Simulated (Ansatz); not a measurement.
A nudged elastic band was laid between two geometries of CH$_{2}$S (4 atoms, charge 0, multiplicity 1).

Method: RKS B3LYP/def2-SVP in Ansatz.

| Item | Value |
| --- | --- |
| movable images | 7 |
| climbing image | yes |
| spring | 5.0 eV/Å² |
| optimiser | quadratic models (default) |
| start path | through a guess of the saddle point |
| force threshold | 0.05 eV/Å |
| iteration limit | 60 |
| end points | relaxed |

First end point:

```xyz
4
Properties=species:S:1:pos:R:3
C -0.080 -0.048 -0.044
S 1.337 0.445 0.548
H -0.970 -0.191 0.589
H -0.231 -0.267 -1.114
```

Last end point:

```xyz
4
Properties=species:S:1:pos:R:3
C -0.785 -0.205 0.191
S 0.810 0.195 -0.076
H -0.873 -0.048 1.293
H 0.903 -0.002 -1.428
```

**Question.** Which bonds break or form, and what moves?

**Answer.** Bonds broken: C1–H4. Bonds formed: S2–H4.

**Question.** Give the energies along the band, and the barrier.

**Answer.** The forces met the threshold. The highest image is number 4 of 0 to 8, 81.6 kcal/mol above the first end and 33.9 kcal/mol above the last; the last end lies 47.6 kcal/mol above the first. Neighbouring images differ by up to 1.4 eV, so the band resolves the path poorly. A vibrational analysis at the climbing image gives one clearly imaginary mode, 1770i cm⁻¹: a first-order saddle point. The orbitals stay closed-shell, which can raise the energy where a bond breaks towards radicals; this wasn't checked here.

| image | path coordinate (Å) | energy (kcal/mol) | C1–H4 (Å) | S2–H4 (Å) |
| --- | --- | --- | --- | --- |
| 0 | 0.00 | 0.0 | 1.10 | 2.39 |
| 1 | 0.26 | 8.3 | 1.09 | 2.15 |
| 2 | 0.53 | 32.6 | 1.12 | 1.90 |
| 3 | 0.79 | 65.1 | 1.23 | 1.65 |
| 4 | 1.05 | 81.6 | 1.45 | 1.45 |
| 5 | 1.26 | 73.8 | 1.68 | 1.36 |
| 6 | 1.47 | 60.8 | 1.91 | 1.34 |
| 7 | 1.69 | 51.0 | 2.13 | 1.35 |
| 8 | 1.90 | 47.6 | 2.35 | 1.37 |

**Question.** What is the geometry of the highest image?

**Answer.** 
```xyz
4
Properties=species:S:1:pos:R:3
C -0.500 -0.166 0.003
S 1.141 0.335 0.093
H -1.019 -0.148 0.988
H 0.434 -0.082 -1.105
```

Run time: 43 s on 1 thread of Arm Neoverse V1, with other jobs on the host, peak memory 0.085 GiB.
